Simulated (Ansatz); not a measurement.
**C₂H₇O+: basis-set convergence**

The task here is to estimate one member of a computed series from the others.

Computed with Ansatz 0.2.0, Gaussian basis. Level: one geometry, several basis sets.

Levels to be run: PBE0-D4/def2-SVP; ωB97M-V/def2-SVP; PBE0-D4/def2-QZVPP; ωB97M-V/def2-QZVPP; CCSD(T)/cc-pV(D+d)Z; CCSD(T)/cc-pV(T+d)Z; CCSD(T)/cc-pV(Q+d)Z; the functionals' def2-TZVPP values are taken from earlier runs.

**Structure used throughout**

An earlier PBE0-D4 in a triple-zeta def2 set relaxation fixed the geometry.

SMILES `C[OH+]C`, 10 atoms, charge 1, spin multiplicity 1.

Atoms are counted from 1 here; the program's logs count them from 0.

Bond lengths: C1–O2 1.476 Å, C1–H4 1.089 Å, C1–H5 1.087 Å, C1–H6 1.086 Å, O2–C3 1.476 Å, O2–H7 0.971 Å, C3–H8 1.089 Å, C3–H9 1.086 Å, C3–H10 1.087 Å. Angles: O2–C1–H4 109.1°, O2–C1–H5 106.0°, O2–C1–H6 105.6°, H4–C1–H5 112.5°, H4–C1–H6 112.2°, H5–C1–H6 111.0°, C1–O2–C3 116.8°, C1–O2–H7 111.6°, C3–O2–H7 111.6°, O2–C3–H8 109.1°, O2–C3–H9 105.6°, O2–C3–H10 106.0°, H8–C3–H9 112.2°, H8–C3–H10 112.5°, H9–C3–H10 111.0°.

The first run:

The input, in.yaml:

```yaml
crystal:
  periodic: [false, false, false]
  atoms:
    - {symbol: C, position_ang: [-0.960243, 0.648453, -0.506736]}
    - {symbol: O, position_ang: [0.457679, 0.260354, -0.379238]}
    - {symbol: C, position_ang: [0.803888, -0.637248, 0.739613]}
    - {symbol: H, position_ang: [-1.563118, -0.247800, -0.643689]}
    - {symbol: H, position_ang: [-1.011703, 1.318765, -1.360864]}
    - {symbol: H, position_ang: [-1.203886, 1.170955, 0.414041]}
    - {symbol: H, position_ang: [0.817300, -0.062763, -1.221572]}
    - {symbol: H, position_ang: [0.246898, -1.566906, 0.634850]}
    - {symbol: H, position_ang: [0.534374, -0.096128, 1.642253]}
    - {symbol: H, position_ang: [1.878820, -0.787683, 0.681362]}
basis:
  gaussian: {orbitals: def2-SVP}
total_charge: 1
hamiltonian: {xc: pbe0, dispersion: d4}
output: {orbitals: {seedname: orbitals}}
```

On the command line:

```sh
$ ansatz run in.yaml --threads 2 --pin off --events-out ev --progress --plain --max-ram 32768MiB --backend cpu
```

Among the steps run: PBE0-D4 in def2-SVP; ωB97M-V in def2-SVP; PBE0-D4 in def2-QZVPP; ωB97M-V in def2-QZVPP.

One table of the session follows, with a row left open; its other results are not shown here.

It belongs to the step «Density functionals: the series». 

```
functional       basis  HOMO (eV)  LUMO (eV)
   PBE0-D4    def2-SVP     -16.10      -5.25
   PBE0-D4  def2-TZVPP          ?          ?
   PBE0-D4  def2-QZVPP     -16.09      -5.64
   ωB97M-V    def2-SVP     -18.52      -3.38
   ωB97M-V  def2-TZVPP     -18.50      -3.82
   ωB97M-V  def2-QZVPP     -18.51      -4.03
```

Estimate the missing values for PBE0-D4, def2-TZVPP.

**Answer.** HOMO (eV): -16.08; LUMO (eV): -5.56. In the column «HOMO (eV)» it is the highest.
